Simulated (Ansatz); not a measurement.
**SiO$_{2}$ (Ia-3)**

Computed with Ansatz 0.2.0, DFT LDA, scalar-relativistic, plane waves, PAW.

Cutoff 420 eV; k points 4×4×4 on the computed 24-atom cell (Γ-centred); Gaussian smearing, width 0.02 eV; no spin polarisation.

The structure is relaxed at this level of theory with its symmetry kept. This form isn't the usual stable structure of the compound.

```yaml
crystal:
  lattice:
    - [-4.19318, 4.19318, 4.19318]
    - [4.19318, -4.19318, 4.19318]
    - [4.19318, 4.19318, -4.19318]
  atoms:
    - { symbol: Si, position: [0.50000, 0.00000, 0.78134] }
    - { symbol: Si, position: [0.28134, 0.28134, 0.28134] }
    - { symbol: Si, position: [0.50000, 0.00000, 0.21866] }
    - { symbol: Si, position: [0.71866, 0.71866, 0.71866] }
    - { symbol: Si, position: [0.78134, 0.50000, 0.00000] }
    - { symbol: Si, position: [0.00000, 0.21866, 0.50000] }
    - { symbol: Si, position: [0.21866, 0.50000, 0.00000] }
    - { symbol: Si, position: [0.00000, 0.78134, 0.50000] }
    - { symbol: O, position: [0.68312, 0.93312, 0.75000] }
    - { symbol: O, position: [0.75000, 0.68312, 0.93312] }
    - { symbol: O, position: [0.81688, 0.56688, 0.25000] }
    - { symbol: O, position: [0.75000, 0.18312, 0.43312] }
    - { symbol: O, position: [0.06688, 0.25000, 0.31688] }
    - { symbol: O, position: [0.50000, 0.00000, 0.00000] }
    - { symbol: O, position: [0.25000, 0.81688, 0.56688] }
    - { symbol: O, position: [0.43312, 0.75000, 0.18312] }
    - { symbol: O, position: [0.31688, 0.06688, 0.25000] }
    - { symbol: O, position: [0.18312, 0.43312, 0.75000] }
    - { symbol: O, position: [0.93312, 0.75000, 0.68312] }
    - { symbol: O, position: [0.50000, 0.50000, 0.50000] }
    - { symbol: O, position: [0.25000, 0.31688, 0.06688] }
    - { symbol: O, position: [0.00000, 0.50000, 0.00000] }
    - { symbol: O, position: [0.00000, 0.00000, 0.50000] }
    - { symbol: O, position: [0.56688, 0.25000, 0.81688] }
```

| Quantity | Value |
| --- | --- |
| Space group | Ia-3 (No. 206) |
| Volume per atom | 12.29 Å³ |
| Formation energy from the elements' standard states (uncorrected) | -3.102 eV/atom |
| Kohn–Sham band gap | 5.81 eV, indirect from H to Γ |
| Löwdin character of the top 1 eV of the valence band | O 2p 97 % |
| Löwdin character of the lowest 1 eV of the conduction band | Si 3s 43 %, O 2s 24 %, Si 3p 16 %, unprojected 11 % |
| Electron masses at the edge by Cartesian direction of the standard setting (m_e; degenerate bands sorted by energy; no spin-orbit coupling) | x: 0.50; y: 0.50; z: 0.50 |
| Hole masses at the edge by Cartesian direction of the standard setting (m_e; degenerate bands sorted by energy; no spin-orbit coupling) | x: 15, 3.7, 1.4; y: 15, 3.7, 1.4; z: 15, 3.7, 1.4 |
| Bulk modulus | 47 GPa |
| Its pressure derivative | 1.7 |
| Electronic dielectric constant xx, yy, zz of the standard setting (independent particles) | 2.7, 2.7, 2.7 |

Cost: 12 runs of about 39 core-minutes in all, on Intel Xeon Processor @ 2.50GHz (Skylake/Cascade Lake) (shared hosts).